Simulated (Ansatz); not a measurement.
C4H6O, SMILES `C#CC(C)O`, relaxed with RKS PBE0-D4/def2-TZVP in the Gaussian-basis code of Ansatz from a PBE-D4/def2-SVP geometry. The force threshold is 0.005 eV/Å; the program also tests the step.

The species carries charge 0 and has multiplicity 1.

Start:

```xyz
11

C    -1.303   -1.540    1.199
C    -0.483   -0.808    0.661
C     0.531    0.077    0.061
C     0.090    0.628   -1.295
O     0.814    1.196    0.898
H    -2.037   -2.182    1.665
H     1.454   -0.540   -0.097
H     0.885    1.287   -1.695
H    -0.836    1.224   -1.175
H    -0.098   -0.192   -2.014
H     0.984    0.850    1.793
```

Q: By how much does the energy fall, and how many steps does the optimiser take? (An estimate is asked.)

A: Computed: 6.31 kJ/mol, in 7 steps.

Q: Which bonds change most? (Best estimate.)

A: Computed: C1–C2 from 1.223 to 1.201 Å; C3–H7 from 1.121 to 1.100 Å; C4–H9 from 1.107 to 1.091 Å; C1–H6 from 1.081 to 1.064 Å.

Q: Give the relaxed structure. (Best estimate.)

A: The calculation gave: 
```xyz
11

C    -1.288   -1.520    1.173
C    -0.474   -0.802    0.660
C     0.534    0.072    0.059
C     0.083    0.620   -1.280
O     0.825    1.181    0.892
H    -2.016   -2.153    1.624
H     1.444   -0.529   -0.093
H     0.865    1.262   -1.688
H    -0.827    1.207   -1.155
H    -0.112   -0.194   -1.980
H     0.967    0.857    1.786
```
